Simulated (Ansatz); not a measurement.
Geometry optimisation, UKS BHLYP-D4/def2-SVP (Ansatz 0.2.0).

Input file:

```yaml
crystal:
  periodic: [false, false, false]
  atoms:
    - { symbol: Al, position_ang: [0.013864, -0.029451, 0.726091] }
    - { symbol: H, position_ang: [0.587376, -1.429532, 1.366625] }
    - { symbol: H, position_ang: [1.147531, 0.728213, -0.173085] }
    - { symbol: H, position_ang: [-1.430932, -0.026239, 0.053143] }
    - { symbol: "N", position_ang: [-0.139187, 0.372896, 2.530834] }
    - { symbol: H, position_ang: [-0.802359, -0.165446, 3.111191] }
    - { symbol: H, position_ang: [0.623707, 0.54956, 3.2052] }
magnetization:
  spin_polarized: true
  initial_magnetization: 1
basis:
  gaussian: { orbitals: def2-SVP }
hamiltonian:
  xc: { name: BHLYP }
  dispersion: d4
relax:
  f_tol: 0.03
  max_steps: 50
output:
  orbitals: {}
```

Command:

```bash
$ ansatz run input.yaml --threads 1 --pin off --max-ram 2048MiB --backend cpu --events-out ev --progress --plain --runs-dir out
```

Where does it end, and by what steps?

It converged. After 4 steps the energy has fallen by 0.171 eV; H3 moved furthest, 0.18 Å.

```
step  energy less start (eV)  largest force component (eV/Å)  accepted
   0                  0.0000                           2.260       yes
   1                 -0.1161                           1.447       yes
   2                 -0.1516                           0.973       yes
   3                 -0.1686                           0.075       yes
   4                 -0.1705                           0.019       yes
```

```xyz
7
Properties=species:S:1:pos:R:3
Al -0.010 -0.002 0.666
H 0.521 -1.423 1.405
H 1.160 0.812 -0.014
H -1.447 -0.143 0.025
N -0.108 0.333 2.531
H -0.834 -0.072 3.113
H 0.719 0.495 3.095
```

Whether the end is a true minimum wasn't checked by a vibrational analysis.

Run time: 12 s on 1 thread of Arm Neoverse V2, on a shared host, peak memory 0.13 GiB.
